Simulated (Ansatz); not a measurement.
Species: CH3, SMILES `[CH3]` (charge 0, multiplicity 2).

Give a relaxed geometry from B3LYP-D3(BJ)/def2-TZVP (Ansatz, a program for electronic structure).

the end point of this relaxation (outside a Z-matrix the atoms follow the SMILES, hydrogens last).
Cartesian coordinates (Å) in one orientation:
```xyz
4

C      0.000     0.000     0.000
H      1.058    -0.212    -0.001
H     -0.713    -0.810     0.001
H     -0.345     1.022     0.000
```
